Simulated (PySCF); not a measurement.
# Orbital energies and ionisation energy

Formaldoxime, CH3NO.
Z-matrix (Å and degrees, PBE0-D3(BJ)/def2-SVP geometry), rows numbered from 1:
```
C 
N   1  1.2691
O   2  1.3632  1  112.71
H   1  1.0927  2  116.95  3   180.00
H   1  1.0994  2  122.56  3     0.01
H   3  0.9633  2  103.51  1  -179.90
```

Level: wB97X-D/def2-SVPD (PySCF). Frontier orbitals with their largest atomic shares (Löwdin; up to four atoms above 4 %):

| orbital | ε (eV) | main atoms |
| --- | --- | --- |
| HOMO−3 | -14.18 | O3 48 %, N2 34 %, C1 13 % |
| HOMO−2 | -13.89 | C1 36 %, O3 24 %, H4 18 %, H5 11 % |
| HOMO−1 | -10.13 | N2 56 %, O3 23 %, C1 12 %, H5 5 % |
| HOMO | -9.78 | ? |
| LUMO | 1.56 | N2 39 %, C1 36 %, H5 9 %, O3 8 % |
| LUMO+1 | 2.39 | O3 46 %, H6 22 %, C1 18 %, N2 7 % |
| LUMO+2 | 3.01 | C1 38 %, O3 18 %, H4 18 %, H5 18 % |

Task: What vertical ionisation energy does ΔSCF give, and how far is −ε(HOMO) from it?

Result: ΔSCF: 10.53 eV (1016 kJ/mol; threshold wavelength 118 nm); ⟨S²⟩ of the doublet left behind is 0.758, against 0.75 for a pure doublet. −ε(HOMO) is 9.78 eV, 0.75 eV below it. For the exact functional −ε(HOMO) would equal the first vertical ionisation energy; wB97X-D (range-separated hybrid) falls short of its own ΔSCF value by 7 %. Holes in the HOMO−1 and HOMO−2 were tried too where these lie within 1.2 eV of the HOMO; the lowest converged state counts.

Task: On which atoms does the HOMO lie?

Result: O3 (hydroxyl oxygen) 40 %, C1 (C=N carbon) 28 %, N2 (oxime nitrogen) 25 %. The HOMO−1 lies 0.35 eV lower.

Task: Shift the occupied levels rigidly so that −ε(HOMO) equals the ΔSCF value. What binding energies result?

Result: The shift is +0.75 eV: HOMO 10.53, HOMO−1 10.88, HOMO−2 14.64, HOMO−3 14.93 eV. A rigid shift is only a rough guide to the deeper ionisations.

Task: How many of the 10 lowest singlet excitations (vertical TDDFT, same level) lie below the ionisation energy?

Result: All 10; they run from 5.90 to 9.86 eV.

Task: With α = 27.8 au, estimate the like-pair dispersion coefficient by London's formula C6 = (3/4)α²I.

Result: I = 0.3871 Eh, so C6 ≈ 225 au, a rough estimate.

Task: What kinetic energy would electrons from this vertical process carry with Lyman-α light (10.199 eV)?

Result: The photon is 0.33 eV short of the vertical value.

One conformer (not necessarily the lowest) at the PBE0-D3(BJ)/def2-SVP geometry, without solvent, vibrations or thermal averaging.

wB97X-D is run here without its empirical dispersion term; that term would change no orbital, density or response property at a fixed geometry.
